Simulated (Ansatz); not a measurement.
# CHNS: the cost of one run

Computed with Ansatz 0.2.0 (DFT wB97X-V, Gaussian basis cc-pV(T+d)Z, and further levels as typed in the inputs, unless a step's input says otherwise).

## 1. The system as given

Bond lengths: H1–S2 1.340 Å, S2–C3 1.700 Å, C3–N4 1.160 Å. Angles: H1–S2–C3 95.0°, S2–C3–N4 176.0°.

As a file:

```xyz
4

H    -1.1244   -1.1332    0.0000
S     0.2156   -1.1332    0.0000
C     0.3637    0.5603    0.0000
N     0.5452    1.7061    0.0000
```

## 2. Relaxing the atoms: CHNS

input.yaml

```yaml
relax:
  f_tol: 0.001
  max_steps: 200
crystal:
  periodic: [false, false, false]
  atoms:
    - { symbol: H, position_ang: [-1.124448, -1.133195, 0.0] }
    - { symbol: S, position_ang: [0.215552, -1.133195, 0.0] }
    - { symbol: C, position_ang: [0.363716, 0.560336, 0.0] }
    - { symbol: "N", position_ang: [0.54518, 1.706054, 0.0] }
basis:
  gaussian: { orbitals: "cc-pV(T+d)Z.json" }
hamiltonian:
  xc: { name: wB97X-V }
output:
  orbitals: {}
```

On the command line:

```console
$ ansatz run input.yaml --threads 4 --pin off --max-ram 6144MiB --backend cpu --events-out ev --progress --plain --runs-dir out
```

What time and memory should one allow on 4 threads of Arm Neoverse V1, shared host?

About 12 s, with a peak of 0.22 GiB.
